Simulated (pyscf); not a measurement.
Thermochemistry of product channels of `[CH3][Si][Cl]` [singlet] + `[CH3]` [doublet] on the doublet surface, in kcal/mol, from ωB97M-D3(BJ)/def2-TZVP energies (ideal gas, 1 atm, RRHO with modes under 100 cm⁻¹ raised to 100, one conformer, R ln 2 for chiral ones without a mode under 150 cm⁻¹). Structures and frequencies: ωB97X-D3(BJ)/def2-SVP in PySCF.

```json
[
 {"products": "`[CH2]=[Si][Cl]` [doublet] + `[CH4]`", "ΔE": "-9.7", "ΔH(298 K)": "-8.3", "ΔG(600 K)": "-7.4", "ΔG(900 K)": "-6.7"},
 {"products": "`[CH3][CH2][SiH][Cl]` [doublet]", "ΔE": "-44.3", "ΔH(298 K)": "-40.6", "ΔG(600 K)": "-17.5", "ΔG(900 K)": "-5.8"},
 {"products": "`[CH3][Si]([CH3])[Cl]` [doublet]", "ΔE": "-58.1", "ΔH(298 K)": "-54.1", "ΔG(600 K)": "-32.4", "ΔG(900 K)": "-21.7"}
]
```

The channel to H₃C–CH₂–SiH•–Cl turns unfavourable between 298 and 1200 K (ΔG from -29.2 kcal/mol to +5.6 kcal/mol).

These are energies of the channels, which say nothing of barriers.
